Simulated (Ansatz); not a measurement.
## C₂H₂O₂, SMILES O=C=CO: a rigid scan of one bond length, step by step

Program: the Python package of Ansatz (0.2.0).

Run as a notebook:

In [1]:
```python
import ansatz as az
import numpy as np
```

In [2]:
```python
geometry_ang = [
    ("O", (0.8019, -2.1658, 0.6569)),
    ("C", (0.4561, -1.0412, 0.2914)),
    ("C", (0.131, 0.1614, -0.1184)),
    ("O", (-1.0523, 0.6106, 0.0025)),
    ("H", (0.8776, 0.844, -0.5426)),
    ("H", (-1.1723, 1.527, -0.3359)),
]
mol = az.Crystal.molecule()
for symbol, xyz in geometry_ang:
    mol = mol.atom(symbol, xyz)
```

In [3]:
```python
symbols = [site.symbol for site in mol.cartesian_sites]
start = np.array([site.position_ang for site in mol.cartesian_sites])
axis = (start[3] - start[2]) / np.linalg.norm(start[3] - start[2])
moving = [3, 5]
lengths, energies = [1.119, 1.17, 1.221, 1.271, 1.322, 1.373, 1.424, 1.5], []
for length in lengths:
    xyz = start.copy()
    xyz[moving] += (length - np.linalg.norm(start[3] - start[2])) * axis
    point = az.Crystal.molecule()
    for symbol, place in zip(symbols, xyz):
        point = point.atom(symbol, place.tolist())
    base = (
        point.calculation()
        .basis(gaussian="cc-pVDZ")  # atom-centred Gaussian functions
        .functional("B3LYP")
    )
    rep = base.run(threads=1).report
    energies.append(rep["free_energy_ev"])
    print(f"r = {length:6.3f} A  E = {energies[-1]:.5f} eV  <S^2> = {abs(rep['mean_field']['state']['spin_squared']):.3f}")
```
```text
r =  1.119 A  E = -6196.27372 eV  <S^2> = 0.000
r =  1.170 A  E = -6197.30211 eV  <S^2> = 0.000
r =  1.221 A  E = -6197.98557 eV  <S^2> = 0.000
r =  1.271 A  E = -6198.40249 eV  <S^2> = 0.000
r =  1.322 A  E = -6198.63330 eV  <S^2> = 0.000
r =  1.373 A  E = -6198.71716 eV  <S^2> = 0.000
r =  1.424 A  E = -6198.69245 eV  <S^2> = 0.000
r =  1.500 A  E = -6198.51599 eV  <S^2> = 0.000
```

In [4]:
```python
# quartic fit about the minimum
fit = np.polynomial.Polynomial.fit(lengths, np.array(energies) - min(energies), 4).convert()
roots = [r.real for r in fit.deriv().roots() if abs(r.imag) < 1e-9 and fit.deriv(2)(r.real) > 0]
r_e = min(roots, key=lambda r: abs(r - lengths[int(np.argmin(energies))]))
print(f"minimum of the fit at {r_e:.4f} A, force constant {fit.deriv(2)(r_e):.2f} eV/A^2")
```
```text
minimum of the fit at 1.3856 A, force constant 37.48 eV/A^2
```

Total energies depend on the basis set; only differences at equal settings carry meaning. The rest of the molecule is held rigid at a force-field or estimated start geometry, and the basis set is modest; single-reference methods fail as a bond breaks. b3lyp holds the VWN-RPA fit, as in Gaussian; the form of ORCA and Turbomole is b3lyp5. The orbitals are restricted, so S² is zero by construction. Toward dissociation an unrestricted state can lie under the restricted one, by tenths of an eV for polar bonds under a functional and by 1 to 2 eV or more for others. Hardware and time: 8.7 s on 1 thread of Arm Neoverse V2, with other jobs on the host, peak memory 0.18 GiB.

(Lines on the test bed's own set-up are left out of the output.)
